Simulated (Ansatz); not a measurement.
# Molecular dynamics of C₅H₇F

Input file:

```yaml
crystal:
  periodic: [false, false, false]
  atoms:
    - { symbol: C, position_ang: [-0.750773, 1.260562, -2.11249] }
    - { symbol: C, position_ang: [-0.246107, 0.757761, -1.126839] }
    - { symbol: C, position_ang: [0.43428, 0.161977, 0.096091] }
    - { symbol: C, position_ang: [-0.443882, 0.461415, 1.381954] }
    - { symbol: C, position_ang: [0.588751, -1.403647, -0.102163] }
    - { symbol: F, position_ang: [1.71839, 0.749383, 0.251516] }
    - { symbol: H, position_ang: [-1.205742, 1.70664, -2.991943] }
    - { symbol: H, position_ang: [-1.450267, 0.020167, 1.262272] }
    - { symbol: H, position_ang: [-0.543718, 1.552909, 1.526477] }
    - { symbol: H, position_ang: [0.042409, 0.020035, 2.272049] }
    - { symbol: H, position_ang: [-0.405929, -1.866214, -0.238122] }
    - { symbol: H, position_ang: [1.074421, -1.842669, 0.789425] }
    - { symbol: H, position_ang: [1.208566, -1.613121, -0.993326] }
basis:
  gaussian: { orbitals: STO-3G }
hamiltonian:
  xc: pbe
  dispersion: d4
md:
  timestep: 0.5
  n_steps: 312
  ensemble: nvt_langevin
  temperature: 50.0
  initial_velocities: maxwell_boltzmann
  seed: 753369
  friction: 0.05
  temperature_schedule:
    - { n_steps: 78, end_temperature: 50.0 }
    - { n_steps: 234, end_temperature: 100.0 }
```

Run as:

```bash
$ ansatz run input.yaml --threads 1 --pin off --max-ram 2048MiB --backend cpu --events-out ev --progress --plain --runs-dir out
```

It starts from a relaxed structure.

Output, in part (step lines, the closing report, with atoms numbered from 0):

```
md step     0: t =     0.00 fs  T =    46.2 K (target 50.0 K)  F+E_penalty+E_count = -7900.61388388 eV  E_kin = 0.077556 eV  (22 SCF iters)
md step     1: t =     0.50 fs  T =    53.8 K (target 50.0 K)  F+E_penalty+E_count = -7900.60964406 eV  E_kin = 0.090343 eV  (21 SCF iters)
md step     2: t =     1.00 fs  T =    51.0 K (target 50.0 K)  F+E_penalty+E_count = -7900.59800486 eV  E_kin = 0.085744 eV  (21 SCF iters)
md step     3: t =     1.50 fs  T =    36.7 K (target 50.0 K)  F+E_penalty+E_count = -7900.58441038 eV  E_kin = 0.061708 eV  (21 SCF iters)
md step     4: t =     2.00 fs  T =    33.8 K (target 50.0 K)  F+E_penalty+E_count = -7900.57421385 eV  E_kin = 0.056732 eV  (20 SCF iters)
md step     5: t =     2.50 fs  T =    33.2 K (target 50.0 K)  F+E_penalty+E_count = -7900.57045839 eV  E_kin = 0.055841 eV  (20 SCF iters)
md step     6: t =     3.00 fs  T =    34.7 K (target 50.0 K)  F+E_penalty+E_count = -7900.57263226 eV  E_kin = 0.058301 eV  (20 SCF iters)
md step     7: t =     3.50 fs  T =    34.5 K (target 50.0 K)  F+E_penalty+E_count = -7900.57600885 eV  E_kin = 0.057986 eV  (21 SCF iters)
[... lines left out ...]
md step   309: t =   154.50 fs  T =    87.8 K (target 99.3 K)  F+E_penalty+E_count = -7900.48825112 eV  E_kin = 0.147620 eV  (21 SCF iters)
md step   310: t =   155.00 fs  T =    77.7 K (target 99.5 K)  F+E_penalty+E_count = -7900.48546621 eV  E_kin = 0.130609 eV  (21 SCF iters)
md step   311: t =   155.50 fs  T =    75.6 K (target 99.7 K)  F+E_penalty+E_count = -7900.48596680 eV  E_kin = 0.127080 eV  (23 SCF iters)
md step   312: t =   156.00 fs  T =    75.6 K (target 99.9 K)  F+E_penalty+E_count = -7900.49046953 eV  E_kin = 0.127062 eV  (24 SCF iters)
Total energy: -7900.49049508 eV, -290.3376705494 hartree
Atom 0 at    -0.754614     1.114626    -2.158075 Å, force    -0.491706     0.166752    -1.040921 eV/Å
Atom 1 at    -0.253370     0.581455    -1.190666 Å, force    -0.189216    -0.041175     0.831946 eV/Å
Atom 2 at     0.360310     0.062327     0.097437 Å, force     0.386669    -0.605598     0.426821 eV/Å
Atom 3 at    -0.501663     0.359536     1.397923 Å, force     0.359872     0.045030     0.021837 eV/Å
Atom 4 at     0.572327    -1.516539    -0.001465 Å, force     1.355744    -0.245186    -0.171273 eV/Å
Atom 5 at     1.599629     0.729321     0.292192 Å, force     0.289244    -0.115466    -0.135150 eV/Å
Atom 6 at    -1.227985     1.486661    -3.080115 Å, force     0.325134    -0.097205     0.528192 eV/Å
Atom 7 at    -1.520248    -0.040644     1.305385 Å, force    -0.334365     0.135887    -0.071128 eV/Å
Atom 8 at    -0.484913     1.451810     1.537557 Å, force    -0.447368     0.183503     0.139152 eV/Å
Atom 9 at    -0.023814    -0.105242     2.294348 Å, force    -0.028104     0.076720    -0.478729 eV/Å
Atom 10 at    -0.374722    -2.017425    -0.250861 Å, force    -0.237317    -0.050785    -0.028857 eV/Å
Atom 11 at     0.954792    -1.915905     0.983312 Å, force    -0.284076     0.340821    -0.743341 eV/Å
Atom 12 at     1.333188    -1.755836    -0.809120 Å, force    -0.704510     0.206703     0.721453 eV/Å
Dipole moment:    -0.124002    -0.130081     0.071710 e Å
```

The steps, from the saved trajectory:

| time (fs) | T (K) | potential energy less start (eV) |
| --- | --- | --- |
| 0.0 | 46 | 0.000 |
| 5.0 | 36 | 0.041 |
| 10.0 | 42 | 0.047 |
| 15.0 | 39 | 0.043 |
| 20.0 | 30 | 0.047 |
| 25.0 | 32 | 0.055 |
| 30.0 | 37 | 0.059 |
| 35.0 | 41 | 0.069 |
| 40.0 | 36 | 0.071 |
| 45.0 | 44 | 0.065 |
| 50.0 | 43 | 0.085 |
| 55.0 | 43 | 0.075 |
| 60.0 | 43 | 0.069 |
| 65.0 | 51 | 0.060 |
| 70.0 | 60 | 0.067 |
| 75.0 | 73 | 0.074 |
| 80.0 | 60 | 0.085 |
| 85.0 | 67 | 0.074 |
| 90.0 | 62 | 0.109 |
| 95.0 | 91 | 0.094 |
| 100.0 | 61 | 0.124 |
| 105.0 | 73 | 0.104 |
| 110.0 | 82 | 0.112 |
| 115.0 | 77 | 0.108 |
| 120.0 | 94 | 0.098 |
| 125.0 | 80 | 0.100 |
| 130.0 | 65 | 0.119 |
| 135.0 | 69 | 0.150 |
| 140.0 | 114 | 0.110 |
| 145.0 | 87 | 0.123 |
| 150.0 | 114 | 0.102 |
| 155.0 | 78 | 0.128 |

The run went to its last step. The schedule's set-point averaged 83 K over the second half and the system 81 K. A run of 0.16 ps of so small a system gives no equilibrium averages. Limits of this set-up: minimal basis.

The same pairs are bonded in the first frame and the last. Pairs count as bonded within 1.25 times the sum of covalent radii (0.12 Å more for H–H).

Last frame:

```xyz
13
Properties=species:S:1:pos:R:3
C -0.755 1.115 -2.158
C -0.253 0.582 -1.191
C 0.360 0.062 0.097
C -0.502 0.359 1.398
C 0.572 -1.516 -0.002
F 1.600 0.729 0.292
H -1.228 1.487 -3.080
H -1.520 -0.041 1.305
H -0.485 1.452 1.538
H -0.024 -0.105 2.294
H -0.375 -2.017 -0.251
H 0.955 -1.916 0.983
H 1.333 -1.756 -0.809
```

The run took 13 min on 1 thread of Arm Neoverse V1 (shared host), peak memory 0.096 GiB.
